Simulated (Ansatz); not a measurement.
**Match the barriers**

Saddle point of Si2H7Cl, singlet (SiH₃Cl ([SiH3][Cl]) + SiH₄ → Si₂H₅Cl ([SiH3][SiH2][Cl]) + H₂; bonds formed: Si1–Si7, H2–H6; bonds broken: Si1–H2, H6–Si7), PBE0-D4/def2-TZVP structure:

Si1  (-0.648, 0.891, -0.612)
H2  (-0.383, -0.916, -0.485)
H3  (-2.118, 0.754, -0.446)
H4  (-0.240, 2.173, 0.022)
Cl5  (-0.185, 1.065, -2.615)
H6  (-0.059, -1.769, -0.025)
Si7  (0.768, -0.620, 0.864)
H8  (-0.555, -0.507, 1.560)
H9  (1.710, -0.663, -0.287)
H10  (1.709, -0.407, 2.025)
(Å)

Program: Ansatz 0.2.0. Basis: def2-TZVPP, with def2-QZVPP for the basis limit. Cores are frozen in the correlated methods. B3LYP uses VWN-RPA correlation. Extrapolation: Hartree–Fock as exp(−7.88 √X), correlation as X^−2.97. Four methods, as single points on the PBE0-D4 structures, gave these electronic barriers from the start structure: 2.224, 3.144, 3.497, 4.381 eV.

(1) The methods were, in alphabetical order, B3LYP-D4, BHLYP-D4, HF, SPW92. Which gave which? (A judgement: the text doesn't fix the answer.)

No T1 diagnostic of these runs exceeds 0.012.

Results:

(1) The calculation gives: SPW92 2.224; B3LYP-D4 3.144; BHLYP-D4 3.497; HF 4.381 eV. For comparison, CCSD(T) at an estimated basis limit (MP2 extrapolated from triple and quadruple zeta, plus CCSD(T) − MP2 in triple zeta) gives 3.210 eV.

Labels in which every atom is bracketed show which atoms are joined, not bond orders.

For scale, one of the runs: CCSD(T)/def2-TZVPP, 224 basis functions, launched by `ansatz run in.yaml --threads 4 --pin off --events-out ev --progress --plain --max-ram 9574MiB`. Time: 31 s of wall clock on 4 CPU threads of an Arm Neoverse V2; the host was shared. Peak host memory: 3.2 GiB.
